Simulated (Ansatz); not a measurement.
Which YAML input does this script hand to the engine? (the Python package of Ansatz (0.2.0))

The script, `run_energy.py`:
```python
"""Single point of C3H2ClN2(-) in a Gaussian basis."""

import ansatz as az
from ase import Atoms

atoms = Atoms(["Cl", "C", "C", "N", "C", "N", "H", "H"], positions=[
    (2.5951, -0.6343, 0.1484),
    (0.887, -0.2894, 0.0491),
    (0.3118, 0.9577, 0.0414),
    (-1.0298, 0.797, -0.0464),
    (-1.251, -0.5367, -0.0907),
    (-0.0846, -1.2158, -0.033),
    (0.8002, 1.9178, 0.0939),
    (-2.2286, -0.9964, -0.1625),
])
geometry = az.Crystal.molecule_from_ase(atoms)

calc = geometry.calculation()
calc = calc.basis(gaussian="def2-SVP").functional("revpbe0")
calc = calc.charge(-1)
result = calc.run(threads=1)
rep = result.report

print(f"E = {rep['free_energy_ev']:.6f} eV = {rep['free_energy_ev'] / 27.211386246:.7f} Ha")
print("converged:", rep["converged"], " doubts:", rep["published_state_doubts"] or "none")
```

```console
$ python run_energy.py
E = -18633.334946 eV = -684.7624292 Ha
converged: True  doubts: none
```

`input.yaml`:
```yaml
crystal:
  periodic: [false, false, false]
  atoms:
    - { symbol: Cl, position_ang: [2.5951, -0.6343, 0.1484] }
    - { symbol: C, position_ang: [0.887, -0.2894, 0.0491] }
    - { symbol: C, position_ang: [0.3118, 0.9577, 0.0414] }
    - { symbol: "N", position_ang: [-1.0298, 0.797, -0.0464] }
    - { symbol: C, position_ang: [-1.251, -0.5367, -0.0907] }
    - { symbol: "N", position_ang: [-0.0846, -1.2158, -0.033] }
    - { symbol: H, position_ang: [0.8002, 1.9178, 0.0939] }
    - { symbol: H, position_ang: [-2.2286, -0.9964, -0.1625] }
basis:
  gaussian: { orbitals: def2-SVP }
hamiltonian:
  xc: revpbe0
total_charge: -1.0
```

Launched from the shell:
```console
$ ansatz run input.yaml --threads 1 --pin off --max-ram 4096MiB --backend cpu --events-out ev --progress --plain --runs-dir out
Engine: ansatz 0.2.0, aarch64-unknown-linux-gnu
Functional definition: revPBE0
  parameter a = 0.25
  parameter kappa = 1.245
  parameter beta = 0.06672455060314922
  exchange = (1 - a)*pbe_x(kappa = kappa, mu = beta*pi^2/3) + a*exact_x
  correlation = pbe_c(beta = beta)
990 factors; integrals over basis functions are off by at most 1.4e-3 eV
mean field evaluation 1: about -18630.2193 eV, gradient 3.4e1 eV
mean field evaluation 2: about -18628.0376 eV, gradient 4.7e1 eV
mean field evaluation 4: about -18633.0063 eV, gradient 3.7e0 eV
mean field evaluation 8: about -18633.3346 eV, gradient 3.6e-1 eV
mean field evaluation 16: about -18633.3349 eV, gradient 1.4e-4 eV
mean field -18633.33492302 eV, -684.7624282930 hartree, gradient 4.6e-5 eV, S^2 0.000000; 0 other end points of the search recorded, 0 dependent functions left out
reference -18633.33494649 eV, -684.7624291555 hartree; 26, 26 occupied and 72, 72 virtual orbitals, 990 factors
Total energy: -18633.33494649 eV, -684.7624291555 hartree
```

Caveats:
- Total energies depend on the basis set; only differences at equal settings carry meaning.
- The geometry is a force-field or estimated start, not a minimum of this method, and the basis set is short of its limit.
- Anions want diffuse functions, which this basis lacks.
- Hardware and time: 3.1 s on 1 thread of Arm Neoverse V2, on a shared host, peak memory 0.27 GiB.
